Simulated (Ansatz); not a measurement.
Born–Oppenheimer molecular dynamics of BClH4O (7 atoms, charge 0, multiplicity 1). It starts at the highest image of a converged band, a first-order saddle point between two minima.

These are results of RKS B3LYP/def2-SVPD (Ansatz 0.2.0), not measurements.

| Item | Value |
| --- | --- |
| ensemble | NVE (velocity Verlet) |
| time step | 0.5 fs |
| steps asked | 200 |
| starting velocities drawn for | 100 K |
| seed | 8472 |

Frames 5 fs apart, positions in Å.

Velocities at 40 fs (Å/ps):

```
B -2.41 13.72 9.78
H -16.24 -76.16 61.65
Cl 1.73 -1.13 -1.25
H -5.73 14.45 -45.11
O 0.64 3.91 -8.34
H -2.27 -1.24 -14.19
H -20.84 -106.39 68.98
```

```xyz
7
Properties=species:S:1:pos:R:3 time_fs=40 energy_less_start_eV=-1.687 T=2710
B 0.233 0.528 -0.079
H -0.644 -2.528 2.633
Cl 1.666 -0.330 -0.517
H -0.817 0.006 -0.180
O 0.296 1.777 0.597
H 1.110 2.241 0.796
H -0.444 -2.360 3.364
7
Properties=species:S:1:pos:R:3 time_fs=45 energy_less_start_eV=-1.809 T=2898
B 0.220 0.614 -0.018
H -0.720 -2.904 2.956
Cl 1.676 -0.337 -0.524
H -0.847 0.105 -0.403
O 0.292 1.786 0.549
H 1.156 2.208 0.711
H -0.552 -2.896 3.693
7
Properties=species:S:1:pos:R:3 time_fs=50 energy_less_start_eV=-1.548 T=2496
B 0.199 0.661 0.010
H -0.796 -3.285 3.286
Cl 1.687 -0.341 -0.529
H -0.777 0.288 -0.502
O 0.289 1.817 0.513
H 1.193 2.113 0.622
H -0.662 -3.427 4.016
7
Properties=species:S:1:pos:R:3 time_fs=55 energy_less_start_eV=-1.661 T=2669
B 0.190 0.641 -0.024
H -0.870 -3.663 3.622
Cl 1.692 -0.342 -0.530
H -0.871 0.362 -0.524
O 0.295 1.888 0.499
H 1.254 2.072 0.603
H -0.773 -3.961 4.332
7
Properties=species:S:1:pos:R:3 time_fs=60 energy_less_start_eV=-1.611 T=2593
B 0.189 0.630 -0.092
H -0.939 -4.057 3.993
Cl 1.691 -0.339 -0.526
H -0.954 0.310 -0.440
O 0.316 1.946 0.487
H 1.251 2.114 0.651
H -0.889 -4.480 4.614
7
Properties=species:S:1:pos:R:3 time_fs=65 energy_less_start_eV=-1.692 T=2718
B 0.194 0.674 -0.154
H -1.009 -4.455 4.363
Cl 1.683 -0.331 -0.519
H -0.871 0.212 -0.277
O 0.339 1.957 0.458
H 1.241 2.209 0.717
H -1.004 -4.994 4.896
7
Properties=species:S:1:pos:R:3 time_fs=70 energy_less_start_eV=-1.674 T=2690
B 0.230 0.759 -0.182
H -1.077 -4.856 4.744
Cl 1.668 -0.319 -0.511
H -0.839 0.116 -0.188
O 0.358 1.932 0.412
H 1.206 2.275 0.726
H -1.121 -5.505 5.168
7
Properties=species:S:1:pos:R:3 time_fs=75 energy_less_start_eV=-1.543 T=2488
B 0.269 0.798 -0.193
H -1.148 -5.290 5.143
Cl 1.652 -0.303 -0.504
H -0.726 0.209 -0.220
O 0.372 1.920 0.370
H 1.200 2.295 0.652
H -1.236 -5.984 5.420
7
Properties=species:S:1:pos:R:3 time_fs=80 energy_less_start_eV=-1.808 T=2896
B 0.310 0.756 -0.210
H -1.220 -5.725 5.540
Cl 1.639 -0.286 -0.499
H -0.819 0.327 -0.390
O 0.386 1.961 0.347
H 1.279 2.315 0.537
H -1.349 -6.462 5.676
7
Properties=species:S:1:pos:R:3 time_fs=85 energy_less_start_eV=-1.609 T=2589
B 0.307 0.711 -0.220
H -1.292 -6.171 5.943
Cl 1.636 -0.275 -0.497
H -0.850 0.450 -0.595
O 0.407 2.016 0.329
H 1.316 2.303 0.411
H -1.461 -6.927 5.925
7
Properties=species:S:1:pos:R:3 time_fs=90 energy_less_start_eV=-1.626 T=2617
B 0.252 0.740 -0.217
H -1.373 -6.653 6.344
Cl 1.643 -0.272 -0.496
H -0.741 0.519 -0.734
O 0.429 2.043 0.297
H 1.372 2.298 0.341
H -1.565 -7.358 6.177
7
Properties=species:S:1:pos:R:3 time_fs=95 energy_less_start_eV=-1.672 T=2687
B 0.209 0.836 -0.212
H -1.454 -7.131 6.743
Cl 1.654 -0.273 -0.495
H -0.839 0.468 -0.825
O 0.451 2.044 0.256
H 1.382 2.268 0.342
H -1.670 -7.792 6.430
```

Of the whole run (100 fs, mean temperature of the second half 2652 K): The conserved energy stayed within 0.17 meV per atom of its start (net change -0.037 meV per atom), so the integration is sound. The kinetic energy rose, since the run started high on the potential surface and went downhill. It ends in pieces (BClH2O + H2), so much of that is their flight and rotation, not heat. A run of 0.1 ps of so small a system gives no equilibrium averages. The orbitals stay closed-shell, which can raise the energy where a bond breaks towards radicals; this wasn't checked here.

Time of the run: 4.1 min on 2 threads of Arm Neoverse V2, with other jobs on the host, peak memory 0.24 GiB.
